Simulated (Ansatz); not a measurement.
**[Cl···H···F], doublet: transfer scan**

Starting geometry:

```xyz
3

Cl    0.0000    0.0000   -1.2426
H     0.0000    0.0000    0.0362
F     0.0000    0.0000    1.2064
```

From there H2 is moved from one fragment to the other while all else, the fragments' distance too, stays fixed; atoms are numbered as listed. Energies are in kJ/mol, counted from the starting geometry at the same level.

Basis cc-pVTZ; Ansatz 0.2.0. Correlated methods freeze the noble-gas cores. Prefix R: restricted or restricted open-shell reference; prefix U: unrestricted.

Coupled cluster chose its determinant by trial CCSD, here up to 0.26 eV above the lowest Hartree–Fock solution of its kind. The reference follows the lowest state, whose symmetry changes along the scan.

Full CI isn't at hand for all of this; UCCSDT(Q) serves as the reference, and is uncertain by about the last step of the cluster series. The frozen core follows each run's orbitals, which can shift R against U totals by a few meV.

| distance Cl1-H2 (Å) | RCCSD |
| --- | --- |
| 1.279 | 0.0 |
| 1.317 | -11.5 |
| 1.395 | -40.2 |
| 1.472 | -74.6 |
| 1.549 | -94.2 |

**Question.** Estimate the UCCSDT(Q) curve in cc-pVTZ from this one, knowing how RCCSD errs.

**Answer.** The computed UCCSDT(Q) values, in kJ/mol from the starting point, and the error of RCCSD against them:
```
distance Cl1-H2 (Å)  UCCSDT(Q)  RCCSD less UCCSDT(Q)
              1.279        0.0                   0.0
              1.317      -12.8                   1.3
              1.395      -41.0                   0.9
              1.472      -69.8                  -4.7
              1.549      -87.5                  -6.7
```

The error spans 8.0 kJ/mol and is largest, -6.7 kJ/mol, at 1.549 Å.
